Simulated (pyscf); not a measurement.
Thermochemistry of product channels of Cl–GeH₂–GeH₃ on the singlet surface, in eV, from ωB97M-D3(BJ)/def2-TZVP energies (ideal gas, 1 atm, RRHO with modes under 100 cm⁻¹ raised to 100, one conformer, R ln 2 for chiral ones without a mode under 150 cm⁻¹). Structures and frequencies: ωB97X-D3(BJ)/def2-SVP in PySCF.

```json
[
 {"products": "Cl–GeH₂–GeH: [singlet] + H₂", "ΔE": "(withheld)", "ΔH(298 K)": "+1.61", "ΔG(600 K)": "+0.83", "ΔG(1200 K)": "+0.02"},
 {"products": "Cl–GeH=GeH₂ + H₂", "ΔE": "(withheld)", "ΔH(298 K)": "+1.78", "ΔG(600 K)": "+1.02", "ΔG(1200 K)": "+0.24"}
]
```

Question: What belongs in the gaps?

Answer: 
- Cl–GeH₂–GeH: [singlet] + H₂, ΔE: +1.75
- Cl–GeH=GeH₂ + H₂, ΔE: +1.92

These are energies of the channels, which say nothing of barriers. Cl–GeH₂–GeH: [singlet] lies 0.47 eV over its isomer Cl–Ge:–GeH₃ [singlet] (electronic energy, ωB97M-D3(BJ)). Cl–GeH=GeH₂ lies 0.63 eV over its isomer Cl–Ge:–GeH₃ [singlet] (electronic energy, ωB97M-D3(BJ)). Cl–GeH=GeH₂ may be a fragile minimum: a first optimisation, from another start, lost the drawn bonds. Elements up to Kr have no core potential and no relativistic terms here.
